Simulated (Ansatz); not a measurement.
Elements on the sites of an ideal hcp lattice, at a guessed lattice constant:

```
Ni Pd Os Pt
1.0
     4.11622    2.37650    0.00000
     0.00000    4.75300    4.39063
     4.11622   -2.37650    4.39063
Ni Pd Os Pt
1 1 8 2
Direct
  0.95833 0.04167 0.70833
  0.54167 0.79167 0.45833
  0.04167 0.29167 0.95833
  0.04167 0.62500 0.62500
  0.04167 0.95833 0.29167
  0.54167 0.12500 0.12500
  0.95833 0.70833 0.04167
  0.45833 0.54167 0.20833
  0.45833 0.87500 0.87500
  0.45833 0.20833 0.54167
  0.54167 0.45833 0.79167
  0.95833 0.37500 0.37500
```

Cell and atoms were relaxed without symmetry on coarser meshes and computed once more. These are results of Ansatz, DFT PBE, scalar-relativistic, plane waves, PAW, not measurements.

Plane waves to 420 eV, a k mesh through Γ of 8×6×6 on the computed 12-atom cell and Gaussian smearing (0.10 eV); no spin polarisation.

The relaxation ran on 3×2×2 (shifted) and then 5×4×4 k points with a smearing of 0.1 eV, from sites shaken by 0.02 Å.

**Question.** What does the relaxation give?

**Answer.** A volume of 14.32 Å³/atom and no gap on the mesh. It lies 0.16 eV/atom above the elements' standard states (static lattices, no corrections for gases). The atoms leave their sites by 0.06 Å (root mean square) and 0.09 Å at most, and the cell stretches by up to 0.5 % at fixed volume.

```xyz
12
Lattice="4.1221 2.3783 -0.0014 0.0030 4.7488 4.4121 4.1057 -2.3525 4.3913" Properties=species:S:1:pos:R:3 pbc="T T T"
Ni    6.8722    0.7514    3.2925
Pd    4.0939    3.9936    5.5290
Os    4.0765   -0.7626    5.4783
Os    2.7675    1.6254    5.5177
Os    1.3650    3.9246    5.4425
Os    2.7937    1.5978    1.0982
Os    4.0644    5.5937    3.2823
Os    2.7427    3.1557    3.3012
Os    5.4793    3.2279    7.7850
Os    4.0794    0.7805    3.3087
Pt    5.4944    1.5876    5.5160
Pt    5.5022    3.1578    3.2413
```

Spin-orbit coupling is left out, which matters for the bands of heavy elements. Spin polarisation was left out, and a magnetic state may lie lower.

Cost: 2 runs of about 7.2 core-minutes in all (earlier runs that led there not counted), on Intel Xeon 6975P-C (Granite Rapids) (shared hosts).